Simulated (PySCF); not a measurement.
Excitations are Tamm–Dancoff values on a coarser integration grid. The basis has no diffuse functions, so Rydberg states are missing or too high.

Species: CH5N, SMILES `CN` (charge 0, multiplicity 1).

Task: Predict the S1 oscillator strength, HOMO–LUMO gap and S1 excitation (TDA) from PySCF 2.14.0 with r2SCAN-D4/def2-TZVP.

Result: 
The S1 oscillator strength is 0.006 and the HOMO–LUMO gap is 6.82 eV. The S1 excitation (TDA) comes out as 6.77 eV.
